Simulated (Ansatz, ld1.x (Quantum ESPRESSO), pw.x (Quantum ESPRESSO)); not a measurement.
magnesium: does the PAW potential hold in the solid?

magnesium (Mg), PAW, made with ld1.x (Quantum ESPRESSO) 7.5 (PBEsol, scalar-relativistic). Core [He] 2s2, reference 2p6 3s2 3p0. Waves: 3s (bound): rcut 1.85, rcutus 2.40 bohr; 3s channel at 0.55 Ry: rcut 1.85, rcutus 2.40 bohr; 2p (bound): rcut 1.05, rcutus 1.45 bohr; 3p (bound, empty): rcut 1.05, rcutus 1.45 bohr; 3d channel at 0.25 Ry: rcut 1.65, rcutus 2.00 bohr. Local part: all-electron potential smoothed inside 1.75 bohr (lloc = -2). Core correction: Bessel-smoothed model core, default radius (core density twice the valence density). Augmentation charge: BESSEL, radius 1.00 bohr.

Crystal test: fcc Mg in pw.x 7.5, no spin, 13³ k-points, Fermi–Dirac smearing 0.01 Ry, cutoffs 85/680 Ry. The lattice is a test structure that the element need not adopt, and mesh and smearing are coarse.

pw.x input:

```
&control
  calculation='scf', prefix='x', pseudo_dir='./', outdir='./tmp', tstress=.true., disk_io='low'
/
&system
  ibrav=0, nat=1, ntyp=1, ecutwfc=85, ecutrho=680, nbnd=11,
  occupations='smearing', smearing='fd', degauss=0.01
/
&electrons
  conv_thr=1e-09, mixing_beta=0.4, electron_maxstep=70
/
ATOMIC_SPECIES
Mg 1.0 Mg.UPF
CELL_PARAMETERS angstrom
  0.00000000 2.24827852 2.24827852
  2.24827852 0.00000000 2.24827852
  2.24827852 2.24827852 0.00000000
ATOMIC_POSITIONS crystal
Mg 0.0000 0.0000 0.0000
K_POINTS automatic
13 13 13 0 0 0
```

```bash
pw.x < Mg.scf.in > Mg.scf.out
```

Question: How does the run end?

Answer: It converges; the pressure is 147.19 GPa against -0.03 GPa from all-electron LAPW. The pseudo pressure rises with volume over part of the range, a mechanical instability. Atomic configuration tests: test run stopped at test 1 of 7 (negative rho). A pressure error of this size marks a broken potential; the numbers have no physical meaning. The log shows:

```
     kinetic-energy cutoff     =      85.0000  Ry
     charge density cutoff     =     680.0000  Ry
     scf convergence threshold =      1.0E-09
     Exchange-correlation= SLA  PW   PSX  PSC
     number of k points=    84  Fermi-Dirac smearing, width (Ry)=  0.0100
     iteration #  1     ecut=    85.00 Ry     beta= 0.40
     total energy              =     -96.57126928 Ry
     estimated scf accuracy    <       0.00434520 Ry
     iteration #  2     ecut=    85.00 Ry     beta= 0.40
     total energy              =     -96.57040141 Ry
     estimated scf accuracy    <       0.00088375 Ry
     iteration #  3     ecut=    85.00 Ry     beta= 0.40
     total energy              =     -96.57115661 Ry
     estimated scf accuracy    <       0.00007443 Ry
     iteration #  4     ecut=    85.00 Ry     beta= 0.40
     total energy              =     -96.57114723 Ry
     estimated scf accuracy    <       0.00002057 Ry
     iteration #  5     ecut=    85.00 Ry     beta= 0.40
     total energy              =     -96.57115693 Ry
     estimated scf accuracy    <       0.00000011 Ry
     iteration #  6     ecut=    85.00 Ry     beta= 0.40
     total energy              =     -96.57115738 Ry
     estimated scf accuracy    <       0.00000002 Ry
     iteration #  7     ecut=    85.00 Ry     beta= 0.40
     total energy              =     -96.57115748 Ry
     estimated scf accuracy    <          3.2E-09 Ry
     iteration #  8     ecut=    85.00 Ry     beta= 0.40
     the Fermi energy is     0.6813 ev
!    total energy              =     -96.57115767 Ry
     estimated scf accuracy    <          1.3E-10 Ry
     smearing contrib. (-TS)   =      -0.00201454 Ry
     The total energy is F=E-TS. E is the sum of the following terms:
     one-electron contribution =     -57.04727220 Ry
     hartree contribution      =      27.30135260 Ry
     xc contribution           =     -28.05026678 Ry
     ewald contribution        =     -34.53244075 Ry
     one-center paw contrib.   =      -4.24051599 Ry
     convergence has been achieved in   8 iterations
          total   stress  (Ry/bohr**3)                   (kbar)     P=     1471.94
```
